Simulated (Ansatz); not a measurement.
Consider the hydrogenolysis of a C–C bond: `CC(=O)C=O` + H₂ → `O=CC=O` + CH₄.

Computed with Ansatz on PBE0-D4/def2-TZVP structures; ΔE is electronic, products minus reactants. CCSD(T)/CBS is the MP2 limit (def2-TZVPP, def2-QZVPP) plus CCSD(T) − MP2 in def2-TZVPP, frozen cores. This one scheme is used for every species. Functionals use def2-TZVPP. HSE06 is defined as in plane-wave codes. One conformer a species, not always the lowest.

```
         level  ΔE (kJ/mol)  difference from CCSD(T)/CBS
   LDA (SPW92)        -16.9                         14.2
        PBE-D4        -26.6                          4.5
       BLYP-D4        -30.1                          1.0
       ωB97X-V        -29.5                          1.6
       ωB97M-V        -29.9                          1.2
        B2PLYP        -36.3                         -5.2
         HSE06        -33.1                         -2.0
       LC-ωPBE        -32.7                         -1.6
MP2/def2-QZVPP        -28.0                          3.1
 MP2/CBS(def2)        -27.2                          3.9
   CCSD(T)/CBS        -31.1                            0
```

What do rigid-rotor, harmonic-oscillator terms from PBE0-D4/def2-TZVP frequencies (298.15 K, 1 bar) make of the CCSD(T)/CBS value? (Estimate.)

Ansatz gave: ΔZPE = +17.2 kJ/mol, ΔH = -16.3 kJ/mol, ΔS = 12 J/(mol·K), ΔG = -20.0 kJ/mol.

Largest T1 diagnostic among the species: 0.016.

Leaving LDA and LC-ωPBE aside and taking each functional with its dispersion term where it has one, the values, not all of them listed here, spread over 12.9 kJ/mol, from B2PLYP to revPBE-D4. LDA lies +14.4 kJ/mol from PBE without D4. In def2-TZVPP, CCSD(T) changes the Hartree–Fock value by +15.9 kJ/mol (the triples alone add +3.9 kJ/mol) and MP2 by +19.8 kJ/mol. The D4 term adds +7.6 kJ/mol with B3LYP and +4.1 kJ/mol with PBE0; it sums over pairs of atoms, weighted by their polarisabilities, and B3LYP, whose exchange is more repulsive, gets the larger term.

B3LYP here is the variant with VWN-RPA as its local correlation; programs differ in this.
